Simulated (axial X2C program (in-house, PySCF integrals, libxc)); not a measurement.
**Outer orbitals of AlP⁺ at 2.502 Å, PBE0**

Computed with an axial X2C code built on PySCF integrals. Spin-free means the one-electron spin-free X2C Hamiltonian; two-component (2c) means X2C with spin–orbit coupling and atomic mean-field two-electron Coulomb and Gaunt terms, so the difference of the two also holds small scalar two-electron terms. Basis: P dyall-v3z [8s7p2d1f], Al dyall-v3z [8s8p2d1f] (cores contracted in-house); Gaussian nuclei, density fitting, unrestricted open shells. Masses: P 30.974 u, Al 26.982 u.

The distance is close to the 2c PBE0 minimum; the highest filled and lowest empty levels are listed.

Spin-free orbitals, state M_S = 3/2, Λ = 0 (beyond evenly filled blocks: σα, π+α, π-α) (Löwdin shares):

```json
{"symmetry": "σα", "occupied": "yes", "ε (eV)": "-23.21", "atomic character": "78% P s, 8% Al p, 6% Al s"}
{"symmetry": "σβ", "occupied": "yes", "ε (eV)": "-20.15", "atomic character": "74% P s, 11% Al s, 9% Al p"}
{"symmetry": "σα", "occupied": "yes", "ε (eV)": "-16.09", "atomic character": "53% Al s, 38% P p, 6% P s"}
{"symmetry": "σβ", "occupied": "yes", "ε (eV)": "-14.66", "atomic character": "60% Al s, 26% P p, 10% P s"}
{"symmetry": "π-α", "occupied": "yes", "ε (eV)": "-13.42", "atomic character": "88% P p, 7% Al p, 4% Al d"}
{"symmetry": "π+α", "occupied": "yes", "ε (eV)": "-13.42", "atomic character": "88% P p, 7% Al p, 4% Al d"}
{"symmetry": "σα", "occupied": "yes", "ε (eV)": "-12.84", "atomic character": "38% P p, 30% Al p, 28% Al s"}
{"symmetry": "σβ", "occupied": "no", "ε (eV)": "-9.46", "atomic character": "44% P p, 33% Al p, 20% Al s"}
{"symmetry": "π+β", "occupied": "no", "ε (eV)": "-9.05", "atomic character": "67% P p, 28% Al p, 4% Al d"}
{"symmetry": "π-β", "occupied": "no", "ε (eV)": "-9.05", "atomic character": "67% P p, 28% Al p, 4% Al d"}
{"symmetry": "π-α", "occupied": "no", "ε (eV)": "-7.60", "atomic character": "88% Al p, 7% P p, 4% P d"}
{"symmetry": "π+α", "occupied": "no", "ε (eV)": "-7.60", "atomic character": "88% Al p, 7% P p, 4% P d"}
```

Spinors with spin–orbit coupling (state Ω = 3/2):

```tsv
ω	occupied	ε (eV)	atomic character	λ mixture
1/2	yes	-23.21	78% P s, 8% Al p, 6% Al s	100% σ
-1/2	yes	-20.15	74% P s, 11% Al s, 9% Al p	100% σ
1/2	yes	-16.09	53% Al s, 38% P p, 6% P s	100% σ
-1/2	yes	-14.66	60% Al s, 26% P p, 10% P s	100% σ
-1/2	yes	-13.43	88% P p, 7% Al p, 4% Al d	100% π
3/2	yes	-13.40	88% P p, 7% Al p, 4% Al d	100% π
1/2	yes	-12.83	38% P p, 30% Al p, 28% Al s	100% σ
-1/2	no	-9.46	44% P p, 33% Al p, 20% Al s	100% σ
1/2	no	-9.06	67% P p, 28% Al p, 4% Al d	100% π
-3/2	no	-9.04	67% P p, 28% Al p, 4% Al d	100% π
-1/2	no	-7.60	88% Al p, 6% P p, 4% P d	100% π
```

Mulliken charges and populations of the two-component result (they depend on the basis, above all on diffuse functions):

P 0.27 e (s 5.94 p 8.75 d 0.03), Al 0.73 e (s 5.75 p 6.45 d 0.07 f 0.01). ⟨Lz⟩ = 0.00 ħ and ⟨Sz⟩ = 1.50 ħ (1.22 and 0.28 on the two atoms), which add up to Ω.

The state is a single determinant with fixed occupations, the lowest that a limited PBE0 search found. Density functionals use the spin component along the axis (collinear). PBE0 can misorder states that lie within some tenths of an eV, so this need not be the ground state of the molecule. The nearest other spin-free determinant of the search, M_S = 1/2, Λ = 0, lies 0.34 eV up at the distance of the search. With several unpaired electrons one determinant need not be a pure state. This is the top spin component of a Σ state; components of lower Ω are not single determinants and can lie lower.
